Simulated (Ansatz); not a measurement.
SiF2 (SMILES F[Si]F): the vertical ionisation energy, rung by rung

SiF2 has 3 atoms, charge 0, and is taken as a singlet. As SMILES, `F[Si]F`. Geometry: relaxed at GFN2-xTB.

```tsv
atom	x (Å)	y (Å)	z (Å)
Si	0.0042	-0.0077	-0.7448
F	1.1659	-0.0173	0.3806
F	-1.1702	0.0250	0.3642
```

Quantity: the vertical ionisation energy (to the doublet cation), in eV. The values are calculated.

```csv
level,kind,program,value (eV),less FCI/STO-3G,CPU time (all runs)
r2SCAN/STO-3G,meta-GGA,Ansatz,7.16,+1.04,7 s
r2SCAN0/STO-3G,hybrid meta-GGA,Ansatz,7.39,+1.27,6.4 s
CAM-B3LYP/STO-3G,range-separated hybrid,Ansatz,7.32,+1.20,3.1 s
B2PLYP/STO-3G,double hybrid,Ansatz,6.96,+0.84,3.6 s
RPA@PBE/STO-3G,RPA,Ansatz,5.79,-0.33,5.3 s
MP2/STO-3G,perturbation theory,Ansatz,6.52,+0.40,0.49 s
BCCD(T)/STO-3G,coupled cluster or CI,Ansatz,6.18,+0.06,1.1 s
FCI/STO-3G,exact in the basis,Ansatz,6.12,0.00,1.3 s
```

FCI/STO-3G is exact within its basis and frozen core, so for wave-function methods in that basis the difference is their error; functionals converge differently with the basis, so for them it is only a difference. The values span 5.79 to 7.39 eV. All rows use very small basis sets, so none should be taken for the real molecule's value. In so small a basis fixed costs decide the times, and correlated methods can beat functionals. Times are those of the runs behind each value, whatever else they computed, on shared processors of several kinds: orders of magnitude only.
